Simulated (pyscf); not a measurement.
# Routes from HO–Si(OH)(OH)–F + NH₃

Candidate steps break at most two bonds and form at most two. Each was searched with GFN2-xTB (tblite) first. Optimised with ωB97X-D3(BJ)/def2-SVP in PySCF. Energies: ωB97M-D3(BJ)/def2-TZVP, kJ/mol, from the separated reactants, singlet surface; ΔG‡ with ideal gas, 1 atm, RRHO with modes under 100 cm⁻¹ raised to 100, one conformer, R ln 2 for chiral ones without a mode under 150 cm⁻¹.

| products | type | ΔE‡ | ΔE | ΔG‡ 298 K | ΔG‡ 900 K | ν‡ (cm⁻¹) |
|---|---|---|---|---|---|---|
| H₂N–Si(OH)(OH)–OH + HF | four-centre exchange | 75.3 | +88.7 | – | – | 280i |
| H₂O + H₂N–Si(OH)(OH)–F | four-centre exchange | 120.5 | +44.4 | 172.4 | 276.9 | 496i |

A dash marks a saddle under its separated products, where this table gives no free-energy barrier. Row 1: On the reactant side the descent ends in an adduct with a N–Si contact, 10.1 kJ/mol over the separated species and 62.6 kJ/mol under the saddle at ωB97X-D3(BJ)/def2-TZVP. On the product side the descent ends in a bound adduct, 55.3 kJ/mol under the separated species and 42.3 kJ/mol under the saddle at ωB97X-D3(BJ)/def2-TZVP. Row 2: On the reactant side the descent ends in an adduct with a N–Si contact, 35.4 kJ/mol under the separated species and 154.8 kJ/mol under the saddle at ωB97X-D3(BJ)/def2-TZVP. On the product side the descent ends in a bound adduct (not fully relaxed), 40.1 kJ/mol under the separated species and 116.9 kJ/mol under the saddle at ωB97X-D3(BJ)/def2-TZVP. 

Plain bond fissions and candidates not yet searched are not listed, and one of them may be faster. Each barrier is that of the saddle found; lower ones may exist.
